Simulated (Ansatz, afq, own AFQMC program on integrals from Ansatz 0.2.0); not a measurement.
**CH⁺, singlet in cc-pVTZ, levels against full CI**

```yaml
atoms:
  - { symbol: C, position_ang: [0.0000, 0.0000, 0.0000] }
  - { symbol: H, position_ang: [0.0000, 0.0000, 2.4980] }
```

Basis cc-pVTZ. Only valence electrons are correlated. Ansatz 0.2.0 and our own AFQMC program on the same integrals; the CISD trial comes from CCSD amplitudes, and released means the phaseless constraint is let go. ± is one standard error of the sampling.

Determinant: UHF, the one that the program's search chose, which needn't be the lowest solution. The geometry is a point of a scan.

Full CI on the same integrals is exact in this basis and with this determinant's frozen core.

Cautions: an unrestricted solution with more broken spin lies lower (91 meV, ⟨S²⟩ 1.02); strong correlation (T1 0.072, weight of the determinant 0.82, largest double 0.28); unrestricted determinant spin contaminated (⟨S²⟩ 0.93 against 0.00); CCSD(T) is in doubt: in a space of 4 electrons in 8 natural orbitals full CI lies 117 meV below it; the CCSDT(Q) amplitudes may be one of several solutions (largest double 0.64); the released energies have errors that jump between times, so the bars are unsure, so no released level is given (meV from the phaseless value at times in 1/Eh: -12.5 ± 1.7 at 0.24, 280 ± 301 at 0.51, -310 ± 276 at 0.99, -133 ± 98 at 1.62, -44 ± 3 at 2.40); the next higher spin lies close (full CI puts it 141 meV above); walk and cluster series may follow different spin states.

```
T1 diagnostic                               : 0.0724
weight of the determinant in the CISD state : 0.824
⟨S²⟩ of the determinant                     : 0.934
size of the correlated space                : 4 electrons in 43 orbitals
```

Reference: full CI, correlation energy -2.487 eV. The cautions show a poor starting determinant, so the rows tell how each method copes with it here, and full CI is the sure value.

```
        level  E − E(reference) (kJ/mol)  share of correlation (%)
           HF                      240.0                      0.00
          MP2                       99.6                     58.50
         CCSD                       22.2                     90.76
      CCSD(T)                       13.0                     94.58
        CCSDT                        1.5                     99.37
     CCSDT(Q)                        0.1                     99.96
ph-AFQMC/CISD                  6.6 ± 0.2                     97.24
```

CCSDT and higher add their correlation energy to the determinant of the CCSD(T) run, since their own runs factorise the integrals more tightly (a shift of under 2 meV). A walk keeps the symmetry of its determinant, which the program's search chose and which needn't be the lowest solution, so a lower state of the same spin and another symmetry isn't excluded.
